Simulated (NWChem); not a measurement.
# CO (carbon monoxide) at 6 levels

Wanted: a comparison of 6 runs (SVWN5/aug-cc-pVTZ, B3LYP/6-31G*, PBE/def2-SVP, PBE0/def2-SVP, CCSD(T)/aug-cc-pVTZ) of CO (carbon monoxide). 

Program for the calculation: NWChem 7.3.0.

### Step 1. The structure to begin with

CO has 2 atoms, charge 0, and is taken as a singlet. As SMILES, `[C-]#[O+]`. Geometry: relaxed at PBE0-D4/def2-TZVP.

Bond lengths: C1–O2 1.123 Å.

### Step 2. Energy and gradient at SVWN5/aug-cc-pVTZ (run 1)

Input file co.nw:

```
echo
start co
memory 2200 mb

geometry units angstroms noautosym nocenter noautoz
  C     0.479900   -0.155100    0.247200
  O    -0.479900    0.155100   -0.247200
end

basis spherical bse
  * library aug-cc-pVTZ
end

dft
  xc slater vwn_5
  mult 1
  grid fine
  convergence energy 1e-08
  iterations 100
  mulliken
  print low
end

task dft gradient
```

On the command line:

```sh
nwchem co.nw > co.out
```

The log of the run:

```text
[...]
 d= 0,ls=0.0,diis     1   -112.3995376203 -1.35D+02  8.57D-03  1.16D+00     1.0
[...]
 d= 0,ls=0.0,diis     8   -112.4668244641  1.22D-09  3.51D-07  1.69D-08     6.7
         Total DFT energy =     -112.466824464085
      One electron energy =     -198.402397869377
           Coulomb energy =       76.272369786726
    Exchange-Corr. energy =      -12.948581312489
 Nuclear repulsion energy =       22.611784931054
[...]
      Total Density - Mulliken Population Analysis
     ---------------------------------------------
    Atom       Charge   Shell Charges
 -----------   ------   -------------------------------------------------------
    1 C    6     5.94   1.91  0.25  0.96  0.69  0.06  0.74  1.03  0.21 -0.00  0.04  0.06 -0.01  0.01  0.01
    2 O    8     8.06   1.91  0.27  1.03  0.57  0.03  1.31  1.96  0.90  0.03  0.01  0.03  0.02  0.00  0.00
[...]
                         DFT ENERGY GRADIENTS
    atom               coordinates                        gradient
                 x          y          z           x          y          z
   1 C       0.906880  -0.293097   0.467140   -0.010739   0.003471  -0.005532
   2 O      -0.906880   0.293097  -0.467140    0.010739  -0.003471   0.005532
 Task  times  cpu:       13.4s     wall:       13.4s
 Total times  cpu:       13.4s     wall:       13.4s
```

Run time: 14 s. Hardware: 1 thread of Intel Xeon Platinum 8488C (Sapphire Rapids), shared host; peak memory 0.11 GiB.

### Step 3. Energy and gradient at B3LYP/6-31G(d) (spherical functions) (run 2)

Input file co.nw:

```
start co
title "CO gradient"
memory 2200 mb

geometry units angstrom noautosym nocenter noautoz
  C        0.479900      -0.155100       0.247200
  O       -0.479900       0.155100      -0.247200
end

basis spherical bse
  C library 6-31G*
  O library 6-31G*
end

dft
  xc b3lyp
  grid xfine
  convergence energy 1e-08
  iterations 100
  mulliken
  noprint "final vectors analysis"
end

task dft gradient
```

On the command line:

```sh
nwchem co.nw > co.out
```

The log of the run:

```text
[...]
          Wavefunction type:  closed shell.
          No. of atoms     :     2
          No. of electrons :    14
[...]
          Charge           :     0
          Spin multiplicity:     1
[...]
          AO basis - number of functions:    28
[...]
              XC Information
              --------------
                         B3LYP Method XC Potential
                     Hartree-Fock (Exact) Exchange  0.200
                        Slater Exchange Functional  0.800 local
                    Becke 1988 Exchange Functional  0.720 non-local
              Lee-Yang-Parr Correlation Functional  0.810
                  VWN I RPA Correlation Functional  0.190 local
[...]
 d= 0,ls=0.0,diis     1   -113.2578495945 -1.36D+02  3.15D-02  4.03D-01     0.2
[...]
 d= 0,ls=0.0,diis     7   -113.3064268130 -1.15D-09  4.20D-07  4.16D-10     1.2
         Total DFT energy =     -113.306426812954
      One electron energy =     -198.552789783450
           Coulomb energy =       76.548575897512
    Exchange-Corr. energy =      -13.913997858070
 Nuclear repulsion energy =       22.611784931054
[...]
      Total Density - Mulliken Population Analysis
     ---------------------------------------------
    Atom       Charge   Shell Charges
 -----------   ------   -------------------------------------------------------
    1 C    6     5.85   2.00  0.80  1.58  0.99  0.42  0.07
    2 O    8     8.15   2.00  0.95  2.86  0.86  1.45  0.03
[...]
  wavefunction    = closed shell
                         DFT ENERGY GRADIENTS
    atom               coordinates                        gradient
                 x          y          z           x          y          z
   1 C       0.906880  -0.293097   0.467140   -0.031017   0.010024  -0.015977
   2 O      -0.906880   0.293097  -0.467140    0.031017  -0.010024   0.015977
[...]
```

Run time: 2.2 s. Hardware: 1 thread of Intel Xeon Platinum 8488C (Sapphire Rapids), shared host; peak memory 0.11 GiB.

Runs 3 to 4 aren't shown in full; the table further down has their settings and results.

### Step 4. Energy and gradient at B3LYP/6-31G(d) (Cartesian functions) (run 5)

Input file run.py:

```python
from ase import Atoms
from ase.calculators.nwchem import NWChem

atoms = Atoms('CO', positions=[
    [0.479900, -0.155100, 0.247200],
    [-0.479900, 0.155100, -0.247200],
])

calc = NWChem(
    label='co',
    theory='dft',
    memory='2200 mb',
    basis='6-31G*',
    dft={'xc': 'b3lyp', 'mult': '1', 'grid': 'xfine', 'convergence': 'energy 1e-08', 'iterations': '100', 'mulliken': None},
)
atoms.calc = calc

forces = atoms.get_forces()
e = atoms.get_potential_energy()
print(f"E = {e:.6f} eV")
print("forces (eV/A):")
for s, f in zip(atoms.symbols, forces):
    print(f"{s:2s} {f[0]:10.5f} {f[1]:10.5f} {f[2]:10.5f}")
print("dipole (e A):", atoms.get_dipole_moment().round(4))
```

On the command line:

```sh
export ASE_NWCHEM_COMMAND="nwchem PREFIX.nwi > PREFIX.nwo"
python run.py
```

The log of the run:

```text
E = -3083.293687 eV
forces (eV/A):
C     1.61635   -0.52240    0.83257
O    -1.61635    0.52240   -0.83257
dipole (e A): [-0.0193  0.0062 -0.0099]
```

The calculator wrote co.nwi:

```
title "co"

permanent_dir co

scratch_dir co

start co

geometry units angstrom nocenter noautosym noautoz
  C  4.7989999999999999e-01 -1.5509999999999999e-01 2.4720000000000000e-01
  O  -4.7989999999999999e-01 1.5509999999999999e-01 -2.4720000000000000e-01
end

memory 2200 mb

basis noprint
   * library 6-31G*
end

dft
  xc b3lyp
  mult 1
  grid xfine
  convergence energy 1e-08
  iterations 100
  mulliken
end

task dft gradient
```

co.nwo:

```text
Northwest Computational Chemistry Package (NWChem) 7.3.0
             --------------------------------------------------------

           Job information
           ---------------

    nwchem branch   = 7.3.0
    use scalapack   = T
    input           = co.nwi
    prefix          = co.
    data base       = co/co.db
    status          = startup
    nproc           =        1

           Memory information
           ------------------

[... 5 lines left out ...]
    hardfail = no
[... 71 lines left out ...]
  convergence criterion.
[... 41 lines left out ...]
          Spatial weights used:  Erf1
[... 32 lines left out ...]
 1-e energy   =    -197.941160
[... 45 lines left out ...]
           Coulomb energy =       76.522963858498
[... 277 lines left out ...]
          Convergence on density requested:  1.00D-05
[... 27 lines left out ...]
          total energy or number of iterations.
[... 33 lines left out ...]
                 ----------------------------------------
                 |  Time  |  1-e(secs)   |  2-e(secs)   |
                 ----------------------------------------
                 |  CPU   |       0.00   |       0.15   |
                 ----------------------------------------
                 |  WALL  |       0.00   |       0.15   |
                 ----------------------------------------

 Task  times  cpu:        1.6s     wall:        1.6s
 Total times  cpu:        1.7s     wall:        1.7s
```

Wall time 2.9 s (1 thread of Intel Xeon Platinum 8488C (Sapphire Rapids), shared host); peak memory 0.11 GiB.

### Step 5. A single-point energy at CCSD(T)/aug-cc-pVTZ (run 6)

Input file m1.nw:

```
start m1
memory total 2200 mb

geometry units angstrom noautosym nocenter noautoz
  C        0.479900      -0.155100       0.247200
  O       -0.479900       0.155100      -0.247200
end

basis "ao basis" spherical bse
  * library aug-cc-pVTZ
end

scf
  thresh 1e-08
  maxiter 80
end

ccsd
  freeze core 2
  maxiter 60
end

task ccsd(t) energy
```

On the command line:

```sh
nwchem m1.nw > m1.out
```

The log of the run:

```text
[...]
  functions       =    92
[...]
  wavefunction    = RHF
[...]
         Total SCF energy =   -112.781980786399
      One-electron energy =   -198.388825048578
      Two-electron energy =     62.995059331126
 Nuclear repulsion energy =     22.611784931054
        Time for solution =     12.2s
[...]
 Total MP2 energy:           -113.141888251569057
[...]
             energy      energy      error      ampl     ampl      Block
                                                time     time      time
[...]
 Total CCSD energy:           -113.144452147472322
[...]
 Total CCSD+T(CCSD) energy:           -113.163241891884539
[...]
 Total CCSD(T) energy:                -113.161843506107175
[...]
```

Run time: 88 s. Hardware: 1 thread of Intel Xeon Platinum 8488C (Sapphire Rapids), shared host; peak memory 0.17 GiB.

### Step 6. Overview of the runs

| run | level | integration grid | Cartesian functions | energy (Eh) | largest force (eV/Å) | wall time |
| --- | --- | --- | --- | --- | --- | --- |
| 1 | SVWN5/aug-cc-pVTZ | fine | no | -112.466824 | 0.646 | 14 s |
| 2 | B3LYP/6-31G* (spherical functions) | xfine | no | -113.306427 | 1.867 | 2.2 s |
| 3 | PBE/def2-SVP | xfine | no | -113.098679 | 2.294 | 2.1 s |
| 4 | PBE0/def2-SVP | xfine | no | -113.096034 | 0.628 | 2.6 s |
| 5 | B3LYP/6-31G* (Cartesian functions) | xfine | yes | -113.308954 | 1.892 | 2.9 s |
| 6 | CCSD(T)/aug-cc-pVTZ | – | no | -113.161844 | – | 88 s |

### Step 7. What came out

| quantity | value |
| --- | --- |
| run 6: total energy | -113.16184 Eh |
| run 6: HOMO energy (Hartree–Fock orbitals) | -15.08 eV |
| run 6: LUMO energy (Hartree–Fock orbitals) | 1.88 eV |
| run 6: HOMO–LUMO gap (Hartree–Fock orbitals) | 16.97 eV |
| run 6: correlation energy (2 core orbitals frozen) | -379.9 mEh |
| run 6: (T) correction | -17.39 mEh |

In words: Over runs 2, 3, 4, 5 the dipole moment (its size) runs from 0.11 D (B3LYP/6-31G*) to 0.38 D (PBE/def2-SVP). The two ends differ in method and basis. Over runs 3, 4, 5 the HOMO–LUMO gap runs from 7.05 eV (PBE/def2-SVP) to 10.10 eV (PBE0/def2-SVP). Totals of different functionals can't be ranked against each other. All runs together took 1.9 min, the longest 88 s.
